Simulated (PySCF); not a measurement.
## Nonlinear optical response: 3-chlorothiophene (SMILES C1(Cl)=CSC=C1)

Geometry:
```
atom   x (Å)   y (Å)   z (Å)
 Cl1   2.338  -0.917   0.719
  C2   0.860  -0.191   0.232
  C3  -0.349  -0.919   0.108
  C4  -1.374  -0.117  -0.291
  S5  -0.870   1.497  -0.511
  C6   0.735   1.132  -0.070
  H7  -0.435  -1.978   0.307
  H8  -2.402  -0.394  -0.466
  H9   1.501   1.890  -0.052
```

Method used: PySCF 2.14.0, quadratic response CAM-B3LYP/def2-TZVPD first hyperpolarisability, Taylor convention, gas phase. Geometry: PBE0-D3(BJ)/def2-TZVP.

Task: What is the first hyperpolarisability, and how does it disperse?

Result: In au, Taylor convention; the vector part is βᵢ = ⅓ Σⱼ (βᵢⱼⱼ + βⱼᵢⱼ + βⱼⱼᵢ); β∥ is 3/5 of the vector part along the dipole, the dipole points from − to +:
| process | λ (nm) | β vector norm | β∥ | β HRS | depolarisation ratio |
| --- | --- | --- | --- | --- | --- |
| static β(0;0,0) | ∞ | 159.0 | -78.0 | 60.9 | 6.86 |
| second harmonic β(−2ω;ω,ω) | 1907 | 167.6 | -82.1 | 64.2 | 6.96 |
| Pockels β(−ω;ω,0) | 1907 | 161.8 | -79.3 | – | – |
| second harmonic β(−2ω;ω,ω) | 1064 | 189.8 | -92.7 | 72.7 | 7.22 |
| Pockels β(−ω;ω,0) | 1064 | 168.3 | -82.4 | – | – |

Task: Which lowest excitations, dipole and polarisabilities go with it?

Result: S1 5.55 eV (f = 0.086); S2 5.85 eV (f = 0.001); S3 5.89 eV (f = 0.071); dipole 1.32 D; isotropic α 77.5 au static, 77.7 au at 1907 nm, 78.3 au at 1064 nm, 78.6 au at 953.5 nm, 81.2 au at 532 nm.
